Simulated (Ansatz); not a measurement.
System: CH$_{5}$Si, charge 0, multiplicity 2. It need not be the lowest isomer of its formula. 
Coordinates optimised at B3LYP-D3(BJ)/def2-TZVP (Ansatz, a quantum-chemistry and plane-wave program):
```
Si
H 1 1.4823
H 1 1.4830 2 109.47
H 1 1.4878 2 107.84 3 116.74
C 1 1.8421 2 110.29 4 121.63
H 5 1.0839 1 122.71 2 -26.73
H 5 1.0841 6 114.66 1 177.78
```
Charge 0, spin multiplicity 2.

Basis-set convergence of Hartree-Fock and CCSD(T) correlation energies (hartree) with Ansatz. Correlated levels leave the core frozen unless marked. Open shells are spin-unrestricted. No spin-orbit coupling. No relativistic terms.

```
basis        functions       E(HF)  E(corr, CCSD(T))
-----------  ---------  ----------  ----------------
def2-SVPD           84  -329.54622          -0.28292
def2-TZVPPD        170  (withheld)        (withheld)
```

Task: Fill in the missing entries.

Result: 
- def2-TZVPPD, E(HF): -329.69221
- def2-TZVPPD, E(corr, CCSD(T)): -0.32853
